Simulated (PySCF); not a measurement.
PySCF input (HF/def2-TZVP):

```python
import numpy as np, basis_set_exchange as bse
from pyscf import gto, scf, dft, df

basis = {'C': gto.basis.parse(bse.get_basis('def2-TZVP', elements=['C'], fmt='nwchem')), 'H': gto.basis.parse(bse.get_basis('def2-TZVP', elements=['H'], fmt='nwchem')), 'S': gto.basis.parse(bse.get_basis('def2-TZVP', elements=['S'], fmt='nwchem'))}
mol = gto.M(
    atom='''
    C    -0.10672706    1.17701571    0.00465963
    S    -0.07971376   -0.57493956   -0.00524580
    H     1.23704338   -1.08526133    0.02135005
    H     0.31907715    1.60569335    0.91824252
    H     0.35966191    1.61650670   -0.88361760
    ''',
    basis=basis,
    charge=-1,
    verbose=4,
    max_memory=8640,
)
mf = scf.RHF(mol)
mf = mf.density_fit(auxbasis=df.autoaux(mol))
mf.conv_tol = 1e-9
mf.max_cycle = 100
print('smallest overlap eigenvalue', np.linalg.eigvalsh(mol.intor('int1e_ovlp'))[0])
mf.kernel()
dip = mf.dip_moment()
```

Output:

```
PySCF version 2.14.0

[INPUT] verbose = 4
[INPUT] num. atoms = 5
[INPUT] num. electrons = 26
[INPUT] charge = -1
[INPUT] spin (= nelec alpha-beta = 2S) = 0
[INPUT] symmetry False subgroup None
[INPUT] Mole.unit = angstrom
[INPUT] Symbol           X                Y                Z      unit          X                Y                Z       unit  Magmom
[INPUT]  1 C     -0.106727060000   1.177015710000   0.004659630000 AA   -0.201684913480   2.224237336210   0.008805424542 Bohr   0.0
[INPUT]  2 S     -0.079713760000  -0.574939560000  -0.005245800000 AA   -0.150637174759  -1.086478306578  -0.009913125304 Bohr   0.0
[INPUT]  3 H      1.237043380000  -1.085261330000   0.021350050000 AA    2.337673192406  -2.050846687281   0.040345747246 Bohr   0.0
[INPUT]  4 H      0.319077150000   1.605693350000   0.918242520000 AA    0.602968426107   3.034320671535   1.735226878730 Bohr   0.0
[INPUT]  5 H      0.359661910000   1.616506700000  -0.883617600000 AA    0.679662507338   3.054754941524  -1.669795262845 Bohr   0.0

nuclear repulsion = 49.6915063875234
number of shells = 36
number of NR pGTOs = 133
number of NR cGTOs = 86
basis = {'C': [[0, [13575.349682, 0.00022245814352], [2035.233368, 0.0017232738252], [463.22562359, 0.0089255715314], [131.20019598, 0.035727984502], [42.853015891, 0.11076259931], [15.584185766, 0.24295627626]], [0, [6.2067138508, 0.41440263448], [2.5764896527, 0.23744968655]], [0, [0.57696339419, 1.0]], [0, [0.22972831358, 1.0]], [0, [0.095164440028, 1.0]], [1, [34.697232244, 0.0053333657805], [7.9582622826, 0.035864109092], [2.3780826883, 0.14215873329], [0.81433208183, 0.34270471845]], [1, [0.28887547253, 0.46445822433]], [1, [0.10056823671, 0.24955789874]], [2, [1.097, 1.0]], [2, [0.318, 1.0]], [3, [0.761, 1.0]]], 'H': [[0, [34.061341, 0.0060251978], [5.1235746, 0.045021094], [1.1646626, 0.20189726]], [0, [0.32723041, 1.0]], [0, [0.10307241, 1.0]], [1, [0.8, 1.0]]], 'S': [[0, [60700.928104, 0.00054695944225], [9102.6106854, 0.0042297224557], [2071.4166009, 0.021747824159], [586.02476821, 0.085100053589], [190.55395021, 0.24799128459], [67.63038426, 0.46703640406], [25.127306905, 0.3643458755]], [0, [112.5746301, 0.02167004024], [34.795554217, 0.09360230176], [6.5115556215, -0.26068001422]], [0, [3.2399032261, 1.2842089435], [1.5477160881, 0.66036416584]], [0, [0.40541030112, 1.0]], [0, [0.14550651059, 1.0]], [1, [564.36716027, 0.0024796796317], [133.42624379, 0.01967793025], [42.468271189, 0.089980008258], [15.61652758, 0.25705880575], [6.1093988469, 0.43515167292]], [1, [2.4404160198, 0.34883240595]], [1, [0.83882201296, 1.0]], [1, [0.312887469, 1.0]], [1, [0.10770109004, 1.0]], [2, [3.756, 0.2], [0.812, 1.0]], [2, [0.273, 1.0]], [3, [0.557, 1.0]]]}
ecp = {}
ETB for C: l = 0, exps = 0.190328880056 * 1.8^n , n = 0..15
ETB for C: l = 1, exps = 0.195732676738 * 1.8^n , n = 0..12
ETB for C: l = 2, exps = 0.20113647342 * 1.8^n , n = 0..11
ETB for C: l = 3, exps = 0.41856823671 * 2.2^n , n = 0..6
ETB for C: l = 4, exps = 0.636 * 2.2^n , n = 0..2
ETB for S: l = 0, exps = 0.21540218008 * 1.8^n , n = 0..17
ETB for S: l = 1, exps = 0.21540218008 * 1.8^n , n = 0..14
ETB for S: l = 2, exps = 0.21540218008 * 1.8^n , n = 0..13
ETB for S: l = 3, exps = 0.38070109004 * 2.2^n , n = 0..7
ETB for S: l = 4, exps = 0.546 * 2.2^n , n = 0..4
ETB for H: l = 0, exps = 0.20614482 * 1.8^n , n = 0..10
ETB for H: l = 1, exps = 0.90307241 * 2^n , n = 0..2
ETB for H: l = 2, exps = 1.6 * 2.2^n , n = 0..0
smallest overlap eigenvalue 0.002265201485441619

******** <class 'pyscf.df.df_jk.DFRHF'> ********
method = DFRHF
initial guess = minao
damping factor = 0
level_shift factor = 0
DIIS = <class 'pyscf.scf.diis.CDIIS'>
diis_start_cycle = 1
diis_space = 8
diis_damp = 0
SCF conv_tol = 1e-09
SCF conv_tol_grad = None
SCF max_cycles = 100
direct_scf = False
Set gradient conv threshold to 3.16228e-05
Initial guess from minao.
******** <class 'pyscf.df.df.DF'> ********
auxbasis = {'C': [[0, [np.float64(1284.0805526744764), 1]], [0, [np.float64(713.3780848191536), 1]], [0, [np.float64(396.32115823286307), 1]], [0, [np.float64(220.1784212404795), 1]], [0, [np.float64(122.3213451335997), 1]], [0, [np.float64(67.95630285199984), 1]], [0, [np.float64(37.75350158444436), 1]], [0, [np.float64(20.97416754691353), 1]], [0, [np.float64(11.65231530384085), 1]], [0, [np.float64(6.473508502133805), 1]], [0, [np.float64(3.5963936122965583), 1]], [0, [np.float64(1.9979964512758654), 1]], [0, [np.float64(1.109998028486592), 1]], [0, [np.float64(0.61666557138144), 1]], [0, [np.float64(0.3425919841008), 1]], [0, [np.float64(0.190328880056), 1]], [1, [np.float64(226.42970282106376), 1]], [1, [np.float64(125.79427934503539), 1]], [1, [np.float64(69.88571074724189), 1]], [1, [np.float64(38.82539485957883), 1]], [1, [np.float64(21.569663810877127), 1]], [1, [np.float64(11.983146561598403), 1]], [1, [np.float64(6.657303645332446), 1]], [1, [np.float64(3.698502025184692), 1]], [1, [np.float64(2.0547233473248285), 1]], [1, [np.float64(1.141512970736016), 1]], [1, [np.float64(0.63417387263112), 1]], [1, [np.float64(0.3523188181284), 1]], [1, [np.float64(0.195732676738), 1]], [2, [np.float64(129.2672135564711), 1]], [2, [np.float64(71.81511864248395), 1]], [2, [np.float64(39.8972881347133), 1]], [2, [np.float64(22.165160074840724), 1]], [2, [np.float64(12.313977819355957), 1]], [2, [np.float64(6.841098788531086), 1]], [2, [np.float64(3.800610438072826), 1]], [2, [np.float64(2.111450243373792), 1]], [2, [np.float64(1.1730279129854402), 1]], [2, [np.float64(0.6516821738808), 1]], [2, [np.float64(0.362045652156), 1]], [2, [np.float64(0.20113647342), 1]], [3, [np.float64(47.457226495629094), 1]], [3, [np.float64(21.571466588922313), 1]], [3, [np.float64(9.805212085873778), 1]], [3, [np.float64(4.456914584488081), 1]], [3, [np.float64(2.0258702656764003), 1]], [3, [np.float64(0.920850120762), 1]], [3, [np.float64(0.41856823671), 1]], [4, [np.float64(3.0782400000000005), 1]], [4, [np.float64(1.3992000000000002), 1]], [4, [np.float64(0.636), 1]]], 'S': [[0, [np.float64(4708.501154297886), 1]], [0, [np.float64(2615.8339746099364), 1]], [0, [np.float64(1453.2410970055203), 1]], [0, [np.float64(807.3561650030668), 1]], [0, [np.float64(448.53120277948153), 1]], [0, [np.float64(249.18400154415644), 1]], [0, [np.float64(138.43555641342022), 1]], [0, [np.float64(76.90864245190012), 1]], [0, [np.float64(42.72702358438896), 1]], [0, [np.float64(23.73723532466053), 1]], [0, [np.float64(13.18735295814474), 1]], [0, [np.float64(7.326307198969299), 1]], [0, [np.float64(4.070170666094055), 1]], [0, [np.float64(2.261205925607808), 1]], [0, [np.float64(1.2562255142265601), 1]], [0, [np.float64(0.6979030634592001), 1]], [0, [np.float64(0.38772392414400003), 1]], [0, [np.float64(0.21540218008), 1]], [1, [np.float64(807.3561650030668), 1]], [1, [np.float64(448.53120277948153), 1]], [1, [np.float64(249.18400154415644), 1]], [1, [np.float64(138.43555641342022), 1]], [1, [np.float64(76.90864245190012), 1]], [1, [np.float64(42.72702358438896), 1]], [1, [np.float64(23.73723532466053), 1]], [1, [np.float64(13.18735295814474), 1]], [1, [np.float64(7.326307198969299), 1]], [1, [np.float64(4.070170666094055), 1]], [1, [np.float64(2.261205925607808), 1]], [1, [np.float64(1.2562255142265601), 1]], [1, [np.float64(0.6979030634592001), 1]], [1, [np.float64(0.38772392414400003), 1]], [1, [np.float64(0.21540218008), 1]], [2, [np.float64(448.53120277948153), 1]], [2, [np.float64(249.18400154415644), 1]], [2, [np.float64(138.43555641342022), 1]], [2, [np.float64(76.90864245190012), 1]], [2, [np.float64(42.72702358438896), 1]], [2, [np.float64(23.73723532466053), 1]], [2, [np.float64(13.18735295814474), 1]], [2, [np.float64(7.326307198969299), 1]], [2, [np.float64(4.070170666094055), 1]], [2, [np.float64(2.261205925607808), 1]], [2, [np.float64(1.2562255142265601), 1]], [2, [np.float64(0.6979030634592001), 1]], [2, [np.float64(0.38772392414400003), 1]], [2, [np.float64(0.21540218008), 1]], [3, [np.float64(94.96047669114729), 1]], [3, [np.float64(43.16385304143058), 1]], [3, [np.float64(19.619933200650262), 1]], [3, [np.float64(8.918151454841027), 1]], [3, [np.float64(4.053705206745922), 1]], [3, [np.float64(1.8425932757936003), 1]], [3, [np.float64(0.8375423980880001), 1]], [3, [np.float64(0.38070109004), 1]], [4, [np.float64(12.790377600000005), 1]], [4, [np.float64(5.8138080000000025), 1]], [4, [np.float64(2.6426400000000005), 1]], [4, [np.float64(1.2012000000000003), 1]], [4, [np.float64(0.546), 1]]], 'H': [[0, [np.float64(73.60333237483039), 1]], [0, [np.float64(40.8907402082391), 1]], [0, [np.float64(22.71707789346617), 1]], [0, [np.float64(12.620598829703427), 1]], [0, [np.float64(7.011443794279681), 1]], [0, [np.float64(3.8952465523776008), 1]], [0, [np.float64(2.164025862432), 1]], [0, [np.float64(1.2022365902400003), 1]], [0, [np.float64(0.6679092168), 1]], [0, [np.float64(0.37106067600000003), 1]], [0, [np.float64(0.20614482), 1]], [1, [np.float64(3.61228964), 1]], [1, [np.float64(1.80614482), 1]], [1, [np.float64(0.90307241), 1]], [2, [np.float64(1.6), 1]]]}
init E= -437.031440077374
  HOMO = -0.16102603991218  LUMO = 0.0885067023325232  gap/eV = 6.79013
cycle= 1 E= -437.050078774025  delta_E= -0.0186  |g|= 0.304  |ddm|= 1.64
  HOMO = -0.0071454156674271  LUMO = 0.330870333998785  gap/eV = 9.19788
cycle= 2 E= -437.081563156442  delta_E= -0.0315  |g|= 0.156  |ddm|= 0.583
  HOMO = -0.0600875126723963  LUMO = 0.332998707460362  gap/eV = 10.69642
cycle= 3 E= -437.088596863318  delta_E= -0.00703  |g|= 0.0399  |ddm|= 0.173
  HOMO = -0.0563810372859699  LUMO = 0.334143623827703  gap/eV = 10.62672
cycle= 4 E= -437.0894680805  delta_E= -0.000871  |g|= 0.0118  |ddm|= 0.0782
  HOMO = -0.0577077539680282  LUMO = 0.334657477236885  gap/eV = 10.67680
cycle= 5 E= -437.089573448833  delta_E= -0.000105  |g|= 0.00479  |ddm|= 0.0343
  HOMO = -0.0570133139845446  LUMO = 0.334614911167076  gap/eV = 10.65675
cycle= 6 E= -437.089591722079  delta_E= -1.83e-05  |g|= 0.00157  |ddm|= 0.0185
  HOMO = -0.0569643772880362  LUMO = 0.334648028176002  gap/eV = 10.65632
cycle= 7 E= -437.089595502448  delta_E= -3.78e-06  |g|= 0.000524  |ddm|= 0.0125
  HOMO = -0.0570235403147592  LUMO = 0.33460301607634  gap/eV = 10.65670
cycle= 8 E= -437.089595921155  delta_E= -4.19e-07  |g|= 0.000145  |ddm|= 0.00475
  HOMO = -0.0570169432485592  LUMO = 0.334607790478334  gap/eV = 10.65665
cycle= 9 E= -437.089595945604  delta_E= -2.44e-08  |g|= 4.11e-05  |ddm|= 0.000897
  HOMO = -0.0570191509660134  LUMO = 0.334603408260516  gap/eV = 10.65659
cycle= 10 E= -437.089595947308  delta_E= -1.7e-09  |g|= 1.22e-05  |ddm|= 0.000157
  HOMO = -0.0570181922513946  LUMO = 0.334604946429138  gap/eV = 10.65661
cycle= 11 E= -437.089595947473  delta_E= -1.65e-10  |g|= 3.27e-06  |ddm|= 6.22e-05
  HOMO = -0.0570187867958616  LUMO = 0.334604710146653  gap/eV = 10.65662
Extra cycle  E= -437.089595947481  delta_E= -8.41e-12  |g|= 1.69e-06  |ddm|= 1.25e-05
converged SCF energy = -437.089595947481

WARN: System has nonzero charge -1; the dipole moment is origin-dependent.
Location of origin: [0. 0. 0.]

Dipole moment(X, Y, Z, Debye):  1.77133, -1.93437,  0.02829
```
